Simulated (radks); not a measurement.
# Si²⁺ in [Ne] 3s2: an all-electron calculation

The task here is to estimate one member of a computed series from the others.

Method: scalar-relativistic Kohn-Sham, HCTH/407, spin-polarised, spherical densities, finite nucleus. Code: radks (a radial shooting solver on a logarithmic mesh, Libxc functionals) version 1.

### The atom as given

| Item | Value |
| --- | --- |
| element | silicon (Z = 14) |
| charge | +2 |
| electrons | 12 |
| configuration | [Ne] 3s2 |
| nuclear rms radius | 3.1224 fm |

Outer shells as boxes (Hund's rule):

Si²⁺
```
[Ne] core
3s [↑↓]
```

The first run:

Input:

```text
Z 14
configuration [Ne] 3s2 3p0 4s0
relativity scalar-relativistic
functional hcth_407
spin polarised
nucleus finite rms 3.1224 fm
c 137.035999084
```

Started as:

```console
$ python run_ks.py task.json out
```

This one command runs every case of the session in turn.

One table of the session follows, with a row left open; its other results are not shown here.

Radial moments (bohr):

```
level     <r>  outermost maximum (interpolated)  90 % within  nodes
   1s       ?                                 ?            ?      ?
   2s  0.5655                             0.454        0.890      1
   2p  0.5337                             0.387        0.894      0
   3s   1.959                              1.70         2.92      2
   3p   2.246                              1.91         3.41      1
```

Estimate the missing values for 1s.

**Answer.** <r>: 0.1114; outermost maximum (interpolated): 0.0727; 90 % within: 0.199; nodes: 0. In the column «<r>» it is the lowest.
